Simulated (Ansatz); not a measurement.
For bcc Mo, LDA (plane waves, PAW; Ansatz, an electronic-structure program) gives:

```
Quantity               Value
-------------------  -------
lattice parameter a  3.111 Å
bulk modulus B0      293 GPa
```

Task: What does B3LYP (VWN-RPA form) in Ansatz (PAW) give for the same quantities?

Result: 
- lattice constant a: 3.174 Å (grows by 2.0 %)
- bulk modulus: 264 GPa (decreases by 9.9 %)

For comparison: lattice constant a 3.141 Å (measured, static lattice: zero-point anharmonic expansion removed; as tabulated in Mejia-Rodriguez and Trickey (2018), arXiv:1807.09216); bulk modulus 265 GPa (measured, zero-point energy and finite temperature contributions removed, our sources range from 265 to 278; as tabulated in doi:10.1021/acs.jctc.3c00612).

Changes are worked out from the printed values.

Unless a cell is named, each level is at its own relaxed cell (LDA 15.06, B3LYP (VWN-RPA form) 15.99 Å³/atom).

Ansatz's density-functional and Hartree–Fock values are scalar-relativistic unless marked +SOC, with PAW data made under PBE.
